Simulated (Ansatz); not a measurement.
## ScTlS2 (P6₃/mmc, No. 194; cell taken from a computed entry)

Calculation: PBEsol (Ansatz, a quantum-chemistry and plane-wave program, PAW).

Numerical settings: plane-wave cutoff 520 eV, 12×12×4 k mesh (along the axes of the cell as run), Fermi–Dirac smearing 0.01 eV, scalar-relativistic PAW data made under PBE.

Cell (relaxed with PBEsol):

```
CELL_PARAMETERS angstrom
      3.72800     0.00000     0.00000
     -1.86400     3.22855     0.00000
      0.00000     0.00000    14.73598
ATOMIC_POSITIONS crystal
  Sc 0.00000 0.00000 0.50000
  Sc 0.00000 0.00000 0.00000
  Tl 0.66667 0.33333 0.75000
  Tl 0.33333 0.66667 0.25000
  S  0.33333 0.66667 0.90390
  S  0.66667 0.33333 0.09610
  S  0.66667 0.33333 0.40390
  S  0.33333 0.66667 0.59610
```

```json
{
 "band_gap": "0.76 eV",
 "smallest_direct_gap_on_the_k_points_sampled": "1.52 eV"
}
```

Note: this cell isn't known to be the ambient phase, and symmetry holds it in the calculation.

Spin–orbit coupling is not included; with these elements it can move the gap by several tenths of an eV or more.
